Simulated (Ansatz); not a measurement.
Species, as SMILES: [C](F)(F)F, doublet.
Atoms: C1, F2, F3, F4. Bonds: C1-F2, C1-F3, C1-F4.

Basis-set convergence of the optimised C1-F2 bond length at PBE0 with Ansatz (a quantum-chemistry and plane-wave program). Cartesian d functions, on some or all atoms, in 6-31+G*; all else is spherical. The program fits the integrals of some runs and decomposes those of others, by size. Open shells are unrestricted. No added dispersion term, no relativity. Reference: the value in def2-QZVPP, 1.3120 Å.

```csv
basis,functions,optimised C1-F2 bond length (Å)
6-31G,36,[?]
pcseg-0,36,1.3621
pcseg-1,56,[?]
6-31+G*,76,1.3205
aug-pcseg-1,92,[?]
"6-311++G(2d,2p)",108,1.3132
def2-TZVPP,124,1.3127
"6-311++G(3df,3pd)",156,[?]
jun-cc-pV(T+d)Z,156,1.3127
cc-pCVTZ,172,1.3129
aug-cc-pVTZ,184,1.3130
cc-pVQZ,220,1.3121
def2-QZVPP,228,1.3120
```

### Question
Some entries are withheld; supply them.

### Answer

- 6-31G, optimised C1-F2 bond length (Å): 1.3585
- pcseg-1, optimised C1-F2 bond length (Å): 1.3175
- aug-pcseg-1, optimised C1-F2 bond length (Å): 1.3172
- 6-311++G(3df,3pd), optimised C1-F2 bond length (Å): 1.3102
